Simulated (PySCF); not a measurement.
How methods differ on the ionisation energy of Be

Be [He] 2s2 (1S) → Be+ [He] 2s1 (2S), as a difference of total energies. All numbers are calculated (PySCF 2.14, no relativity, point nucleus, in 6-31G*). Correlated levels: valence: 1s2 frozen. The calculations carry no spin-orbit coupling.

```
           method  ionisation energy (eV)
              UHF                   7.928
            M06-L                   8.846
            B3LYP                   9.049
    MP2 (valence)                   8.636
SCS-MP2 (valence)                   8.777
   CCSD (valence)                   9.188
```

Errors of the correlated levels include the incompleteness of this basis and the frozen core.

With two correlated electrons CCSD is exact in that space.

The coupled-cluster amplitudes are large for Be (T1 above 0.03 or a double amplitude above 0.15), so a single reference is strained.

Task: Which method comes closest to the reference value, and which is furthest?

Result: The reference is 9.323 eV (measured; NIST Atomic Spectra Database, ionization energies). Closest: CCSD (valence) (error -0.135 eV); furthest: UHF (error -1.395 eV).
